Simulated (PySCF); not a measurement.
This PySCF input asks for the NMR shieldings of (E)-2-Butenenitrile (C/C=C/C#N, C$_{4}$H$_{5}$N); the geometry comes from PBE0-D3(BJ)/def2-TZVP.

```python
import basis_set_exchange as bse
import numpy as np
from pyscf import gto, dft
from pyscf.prop import nmr

atoms = """
C    -1.323452    0.024516    0.776801
C    -0.105878   -0.413978    0.053050
C     0.796470    0.414549   -0.473497
C     1.951736   -0.047271   -1.159559
N     2.897011   -0.394333   -1.720216
H    -2.221416   -0.366352    0.288626
H    -1.397919    1.111442    0.826217
H    -1.326745   -0.372828    1.796490
H     0.053350   -1.484263   -0.049176
H     0.683117    1.491781   -0.398446
"""
names = dict.fromkeys(["C", "N", "H"], "pcSseg-2")
basis = {el: gto.basis.parse(bse.get_basis(n, elements=[el], fmt="nwchem")) for el, n in names.items()}
mol = gto.M(atom=atoms, basis=basis, charge=0, verbose=0)
mf = dft.RKS(mol, xc="GGA_XC_KT3")
mf.grids.level = 2
mf.grids.alignment = dft.numint.BLKSIZE   # the property module wants whole blocks of grid points
mf.conv_tol = 1e-9
mf.kernel()

calc = nmr.RKS(mf)   # GIAO
sigma = calc.kernel()   # uncoupled for a functional without exact exchange
for i, s in enumerate(sigma):   # ppm
    w = np.linalg.eigvalsh((s + s.T) / 2)
    print("%2d %-2s iso %8.1f  s11 %8.1f  s22 %8.1f  s33 %8.1f" % (i, mol.atom_pure_symbol(i), w.mean(), *w))
```

Question: What are the results?

Answer: 
```
 0 C  iso    160.0  s11    144.8  s22    153.5  s33    181.7
 1 C  iso     31.7  s11    -86.0  s22     26.2  s33    154.9
 2 C  iso     82.1  s11     -9.6  s22    110.9  s33    145.1
 3 C  iso     68.2  s11    -41.7  s22    -38.7  s33    284.9
 4 N  iso    -26.3  s11   -169.3  s22   -149.7  s33    239.9
 5 H  iso     29.6  s11     26.2  s22     27.4  s33     35.1
 6 H  iso     29.8  s11     26.6  s22     29.3  s33     33.5
 7 H  iso     29.6  s11     26.2  s22     27.4  s33     35.1
 8 H  iso     24.8  s11     22.2  s22     24.0  s33     28.2
 9 H  iso     26.2  s11     23.9  s22     26.0  s33     28.9
```

These numbers come from an equivalent density-fitted implementation of the same equations, which agrees with the script to about 0.01 ppm for H and up to a few tenths of a ppm for heavy atoms, so last digits may differ.

Question: Turn these shieldings into chemical shifts. Shifts are taken against calculated references (same method and geometry level): 13C (183.24 ppm), 1H (31.63 ppm) vs TMS; 15N (261.05 ppm) against NH3.

Answer: Averaging equivalent atoms: C 1: 151.5; C 3: 115.1; C 2: 101.1; C 0: 23.2; N 4: 287.4; H 8: 6.82; H 9: 5.39; H 5/6/7: 1.97 ppm. Experimental scales use liquid or dissolved standards, which lie at an offset from isolated NH3 (liquid NH3: subtract about 20 ppm). Unscaled 15N shifts of sp2 nitrogen come out 20 to 40 ppm too high even then.

Size and cost of the density-fitted run: 250 basis functions, 33 s wall time on 1 thread of an Intel Xeon Platinum 8488C, shared host; peak memory 1 GiB.
